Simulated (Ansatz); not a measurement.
Z-matrix (Å, degrees):
```
C
F 1 1.316
C 1 1.323 2 121.2
O 1 1.337 2 111.8 3 180.0
F 3 1.328 1 121.6 2 180.0
F 3 1.313 1 125.5 2 -0.0
H 4 0.963 1 109.5 2 179.9
```

The species carries charge 0 and has multiplicity 1.

(1) List the PBE0/def2-TZVPP orbital energies in eV (the Gaussian-basis code of Ansatz). (An estimate is asked.)

Answers

(1) Ansatz gave: Occupied: -675.52, -675.39, -675.25, -524.52, -282.65, -282.46, -36.33, -35.53, -34.79, -30.82, -22.20, -18.83, -17.72, -16.92, -15.68, -15.44, -14.13, -13.52, -13.11, -13.06, -12.40, -12.05, -11.45, -6.83. Lowest empty: 0.66, 1.39, 1.94, 2.63, 3.81, 5.51, 6.39, 6.65.
